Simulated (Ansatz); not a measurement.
**BH4P: saddle search for pyramidal inversion in Python**

Wanted for BH4P: a saddle search for pyramidal inversion. SMILES: BP.

Computed with Ansatz 0.2.0 through its Python package. Level of theory: MP2/def2-SVP.

## 1. The structure

Bond lengths: B1–P2 1.929 Å, B1–H3 1.181 Å, B1–H4 1.181 Å, P2–H5 1.453 Å, P2–H6 1.453 Å. Angles: B1–P2–H5 93.9°, B1–P2–H6 93.7°, H5–P2–H6 94.9°, P2–B1–H3 119.9°, P2–B1–H4 120.1°, H3–B1–H4 120.0°.

No structure file is read: the coordinates are typed or built in the script.

## 2. The code

Contents of ts_bh4p.py:

```python
"""Saddle point for pyramidal inversion in BH4P."""

import itertools

import ansatz as az
from ase.data import atomic_numbers, covalent_radii
import numpy as np

BASIS_SET = "def2-SVP"
METHOD = "mp2"

GEOMETRY = """
B    -0.86110   -0.00300   -0.06330
P     0.97190    0.13120   -0.64820
H    -1.59250    0.91410   -0.20080
H    -1.25210   -0.99940    0.43620
H     1.38630   -1.07460    0.04820
H     1.34750    1.03180    0.42790
"""


def main() -> None:
    molecule = az.Crystal.molecule()
    for line in GEOMETRY.strip().splitlines():
        symbol, *xyz = line.split()
        molecule = molecule.atom(symbol, [float(v) for v in xyz])

    calc = (
        molecule.calculation()
        .basis(gaussian=BASIS_SET)
        .correlation(METHOD)
    )
    symbols = [site.symbol for site in molecule.cartesian_sites]
    start = np.array([site.position_ang for site in molecule.cartesian_sites], dtype=float)
    r = calc.relax(force_tolerance=0.005).run().report
    end = np.array(r["positions_ang"])

    # start with the apex atom pushed most of the way into the plane of its neighbours
    a, b, d = end[[0, 4, 5]]
    normal = np.cross(b - a, d - a)
    normal /= np.linalg.norm(normal)
    flat = end.copy()
    flat[1] -= 0.8 * ((end[1] - a) @ normal) * normal
    guess = np.zeros_like(flat)
    guess[1] = normal
    near = az.Crystal.molecule()
    for symbol, place in zip(symbols, flat):
        near = near.atom(symbol, place.tolist())
    search = near.calculation()
    search = search.basis(gaussian=BASIS_SET)
    search = search.correlation(METHOD)
    search = search.saddle(mode_guess=guess.tolist(), force_tolerance=0.01, max_steps=40)
    steps = []
    top = search.session().plan().execute(on_event=lambda e: steps.append(e["data"]) if e["event"] == "saddle_step" else None).report
    for s in steps:
        print(f"step {s['step']:2d}  E = {s['lagrangian_ev']:.5f} eV  force {s['allowed_force_max_ev_ang']:.4f} eV/A  curvature {s['curvature_ev_ang2']:.3f} eV/A^2")
    print(f"minimum {r['free_energy_ev']:.5f} eV, saddle {top['free_energy_ev']:.5f} eV")
    print(f"electronic barrier {(top['free_energy_ev'] - r['free_energy_ev']):.2f} eV")
    saddle = np.array(top["positions_ang"])
    # pairs closer than 1.2 times the sum of covalent radii, before or after
    radius = [covalent_radii[atomic_numbers[s]] for s in symbols]
    span = lambda where, i, j: np.linalg.norm(where[i] - where[j])
    bonded = [(i, j) for i, j in itertools.combinations(range(len(symbols)), 2) if min(span(end, i, j), span(saddle, i, j)) < 1.2 * (radius[i] + radius[j])]
    print("pair        before    after (A)")
    for i, j in bonded:
        print(f"{symbols[i]}{i}-{symbols[j]}{j}".ljust(10), f"{span(end, i, j):8.4f} {span(saddle, i, j):8.4f}")


if __name__ == "__main__":
    main()
```

## 3. Running it

Run with:

```
$ python ts_bh4p.py
```

Output:

```text
step  1  E = -10007.74386 eV  force 4.4175 eV/A  curvature -13.708 eV/A^2
step  2  E = -10008.29276 eV  force 1.8600 eV/A  curvature -6.335 eV/A^2
step  3  E = -10008.40901 eV  force 0.2671 eV/A  curvature -2.098 eV/A^2
step  4  E = -10008.41844 eV  force 0.0833 eV/A  curvature -2.153 eV/A^2
step  5  E = -10008.41829 eV  force 0.0692 eV/A  curvature -2.087 eV/A^2
step  6  E = -10008.41748 eV  force 0.0466 eV/A  curvature -2.070 eV/A^2
step  7  E = -10008.41689 eV  force 0.0391 eV/A  curvature -2.101 eV/A^2
step  8  E = -10008.41686 eV  force 0.0299 eV/A  curvature -2.186 eV/A^2
step  9  E = -10008.41691 eV  force 0.0051 eV/A  curvature -2.187 eV/A^2
step 10  E = -10008.41692 eV  force 0.0005 eV/A  curvature -2.188 eV/A^2
minimum -10008.58651 eV, saddle -10008.41692 eV
electronic barrier 0.17 eV
pair        before    after (A)
B0-P1        1.8656   1.7859
B0-H2        1.2019   1.2001
B0-H3        1.2019   1.2001
P1-H4        1.4066   1.3915
P1-H5        1.4066   1.3915
```

It took 66 s on 1 thread of Arm Neoverse N1, shared host; peak memory 0.18 GiB.

## 4. What each run gave

One row for each of the 2 runs:

```tsv
run	kind of run	energy from run 1 (eV)	SCF cycles in all	CPU time (s)
1	relaxation	0.0000	91	9.7
2	saddle search	0.1696	591	55
```

## 5. The relaxation of run 1, step by step

Step by step:

```csv
step,energy from step 1 (eV),largest force component (eV/Å)
1,0.0000,1.1140
2,-0.0986,0.9745
3,-0.1668,0.6058
4,-0.2087,0.2963
5,-0.2172,0.1098
6,-0.2178,0.0982
7,-0.2192,0.0166
8,-0.2192,0.0027
```

Step 1 is the start.

Before: Bond lengths: B1–P2 1.929 Å, B1–H3 1.181 Å, B1–H4 1.181 Å, P2–H5 1.453 Å, P2–H6 1.453 Å. Angles: B1–P2–H5 93.9°, B1–P2–H6 93.7°, H5–P2–H6 94.9°, P2–B1–H3 119.9°, P2–B1–H4 120.1°, H3–B1–H4 120.0°.

After: Bond lengths: B1–P2 1.866 Å, B1–H3 1.202 Å, B1–H4 1.202 Å, P2–H5 1.407 Å, P2–H6 1.407 Å. Angles: B1–P2–H5 104.9°, B1–P2–H6 104.9°, H5–P2–H6 100.8°, P2–B1–H3 119.4°, P2–B1–H4 119.4°, H3–B1–H4 120.4°.

## 6. What came out

| quantity | value |
| --- | --- |
| runs compared | 2 |
| moves of the relaxation of run 1 | 7 |
| energy gained in run 1 | 0.219 eV |
| last largest force component of run 1 | 0.0027 eV/Å |

In CPU time, run 2 (saddle search) cost about 5.6 times as much as run 1 (relaxation). Run 1: After 7 moves the largest shift is 0.376 Å, of atom 4 (H). The energies are electronic: no zero-point or thermal terms, and the basis set is short of its limit. No separate frequency run checks the order of the saddle point.
